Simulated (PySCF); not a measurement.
ClH3: breathing scan

All numbers come from PBE0 in PySCF with Cl def2-TZVP, H def2-TZVP; no relativity; density-fitted integrals.

Rigid scan from the singlet minimum (Cl–H 1.275 Å, Cl–H 1.588 Å (×2); H–Cl–H 84.9° (×2), H–Cl–H 169.8°). Coordinate: all bonds to the central atom scaled together. Energies in kJ/mol from the minimum.

(1) Predict the curve at 0.88, 0.92, 0.96, 1.00, 1.04, 1.08, 1.14, 1.22, 1.35.

Results:

(1) 
```
scale of all bonds to the centre  E (kJ/mol)  dipole size (D)
                            0.88        91.1             0.93
                            0.92        36.5             0.98
                            0.96         8.2             1.04
                            1.00         0.0             1.11
                            1.04         6.8             1.18
                            1.08        24.8             1.27
                            1.14        66.3             1.41
                            1.22       138.1             1.59
                            1.35       269.2             1.89
```

At long bonds a restricted determinant can lie too high, and another spin state can fall below this curve.

Other isomers or separated fragments may lie lower.

The scan took 3.8 s on 2 threads of a shared Arm Neoverse V1 host; the process peaked at 0.67 GiB.
